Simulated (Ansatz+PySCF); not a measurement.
singlet BH₃: levels of theory in one basis

```yaml
atoms:
  - { symbol: B, position_ang: [0.0000, 0.0000, 0.0000] }
  - { symbol: H, position_ang: [1.3031, 0.0000, 0.0000] }
  - { symbol: H, position_ang: [-0.6515, 1.1285, 0.0000] }
  - { symbol: H, position_ang: [-0.6515, -1.1285, 0.0000] }
```

Basis set: def2-SVP (spherical functions). Left uncorrelated: 1 orbital. Charge 0, multiplicity 1.

Computed with Ansatz (development build ahead of 0.2.0); each method stands on the lowest determinant of its kind that the runs found. NEVPT2 correlates all electrons. Active spaces start from the frontier orbitals, and the lowest solution found is given.

| method | E − E(RHF) (eV) | <S²> of the determinant |
| --- | --- | --- |
| RHF | 0.00 | 0.00 |
| RHF-MP2 | -2.54 | – |
| RHF-CCSD | -3.20 | – |
| RHF-CCSD(T) | -3.25 | – |
| CASSCF(6,7) | -1.57 | – |

Task: What does SC-NEVPT2(6,7) give on the same scale?

Result: -2.77 eV. NEVPT2 here correlates all electrons, so it doesn't share the others' frozen core.

Task: Is a single determinant a sound starting point here?

Result: By this sign, yes. Unrestricted orbitals gain 0.00 eV and <S²> is 0.00 against 0.00 for a pure state. The CASSCF(6,7) natural occupations are 1.98, 1.97, 1.97, 0.03, 0.02, 0.02, 0.01.

Caution for CASSCF(6,7): other starts end on other solutions of this active space.
